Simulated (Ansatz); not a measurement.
# C₃H₅ClO: a ladder of functionals and wavefunction methods

An exercise on one series of results from a longer session: the logs are not shown, and one member is left open.

Method: functionals in def2-TZVPP, the program's frozen cores in correlated methods; program: Ansatz 0.2.0, Gaussian basis.

Levels to be run: LDA (SPW92), PBE-D4, revPBE-D4, BLYP-D4, r2SCAN-D4, B97M-V, PBE0-D4, B3LYP-D4, r2SCANh-D4, r2SCAN0-D4, HSE06-D4, BHLYP-D4, CAM-B3LYP-D4, LC-ωPBE, ωB97X-V, ωB97M-V, B2PLYP, PBE-QIDH; CCSD(T)/def2-SVP; CCSD(T)/def2-TZVPP; MP2/def2-QZVPP; extrapolation to the limit; RPA on PBE.

## The relaxed structure

All runs share one geometry, relaxed beforehand with PBE0-D4 in a triple-zeta def2 set.

SMILES `ClCC1CO1`, 10 atoms, charge 0, spin multiplicity 1.

Atoms are counted from 1 here; the program's logs count them from 0.

Bond lengths: Cl1–C2 1.782 Å, C2–C3 1.495 Å, C2–H6 1.090 Å, C2–H7 1.089 Å, C3–C4 1.456 Å, C3–O5 1.416 Å, C3–H8 1.088 Å, C4–O5 1.421 Å, C4–H9 1.087 Å, C4–H10 1.086 Å. Angles: Cl1–C2–C3 110.2°, Cl1–C2–H6 107.1°, Cl1–C2–H7 108.1°, C3–C2–H6 111.4°, C3–C2–H7 110.6°, H6–C2–H7 109.3°, C2–C3–C4 120.8°, C2–C3–O5 114.9°, C2–C3–H8 115.5°, C4–C3–O5 59.3°, C4–C3–H8 118.7°, O5–C3–H8 115.0°, C3–C4–O5 59.0°, C3–C4–H9 119.2°, C3–C4–H10 119.6°, O5–C4–H9 115.3°, O5–C4–H10 115.3°, H9–C4–H10 115.9° and more.

The first run:

Input file in.yaml:

```yaml
crystal:
  periodic: [false, false, false]
  atoms:
    - {symbol: Cl, position_ang: [-2.254907, -0.560426, 0.761047]}
    - {symbol: C, position_ang: [-0.980261, 0.610375, 0.337769]}
    - {symbol: C, position_ang: [0.030543, -0.029826, -0.559119]}
    - {symbol: C, position_ang: [1.232801, -0.641469, -0.011806]}
    - {symbol: O, position_ang: [1.277104, 0.639625, -0.624740]}
    - {symbol: H, position_ang: [-1.468681, 1.452975, -0.151031]}
    - {symbol: H, position_ang: [-0.512792, 0.950235, 1.260974]}
    - {symbol: H, position_ang: [-0.349754, -0.389279, -1.513362]}
    - {symbol: H, position_ang: [1.380904, -0.647144, 1.065417]}
    - {symbol: H, position_ang: [1.728043, -1.436367, -0.562248]}
basis:
  gaussian: {orbitals: def2-TZVPP}
hamiltonian: {xc: lda}
output: {orbitals: {seedname: orbitals}}
```

Launch:

```bash
> ansatz run in.yaml --threads 4 --pin off --events-out ev --progress --plain --max-ram 10444MiB
```

Among the steps run: LDA; PBE-D4 (GGA); revPBE-D4 (GGA); BLYP-D4 (GGA); r2SCAN-D4 (meta-GGA); B97M-V (meta-GGA); B3LYP-D4 (hybrid); r2SCANh-D4 (hybrid); r2SCAN0-D4 (hybrid); HSE06-D4 (hybrid); BHLYP-D4 (hybrid); CAM-B3LYP-D4 (range-separated); LC-ωPBE (range-separated); ωB97X-V (range-separated); ωB97M-V (range-separated); B2PLYP (double hybrid); PBE-QIDH (double hybrid).

One table of the session follows, with a row left open; its other results are not shown here.

It belongs to the step «Orbital energies across the functionals». 

| functional | HOMO (eV) | LUMO (eV) | gap (eV) |
| --- | --- | --- | --- |
| LDA (SPW92) | -6.69 | -0.72 | 5.96 |
| PBE-D4 | ? | ? | ? |
| revPBE-D4 | -6.48 | -0.39 | 6.09 |
| BLYP-D4 | -6.44 | -0.38 | 6.06 |
| r2SCAN-D4 | -6.89 | -0.18 | 6.72 |
| B97M-V | -7.05 | -0.12 | 6.93 |
| PBE0-D4 | -8.18 | 0.66 | 8.85 |
| B3LYP-D4 | -7.92 | 0.37 | 8.29 |
| r2SCANh-D4 | -7.51 | 0.24 | 7.75 |
| r2SCAN0-D4 | -8.43 | 0.85 | 9.29 |
| HSE06-D4 | -7.78 | 0.27 | 8.05 |
| BHLYP-D4 | -9.72 | 1.78 | 11.50 |
| CAM-B3LYP-D4 | -9.64 | 1.79 | 11.43 |
| LC-ωPBE | -10.98 | 3.12 | 14.10 |
| ωB97X-V | -10.66 | 2.96 | 13.62 |
| ωB97M-V | -10.58 | 2.72 | 13.30 |

**Question.** Estimate the row for PBE-D4.

The run gave: HOMO (eV): -6.54; LUMO (eV): -0.48; gap (eV): 6.06. In the column «HOMO (eV)» it lies between LDA (SPW92) (-6.69) and revPBE-D4 (-6.48).
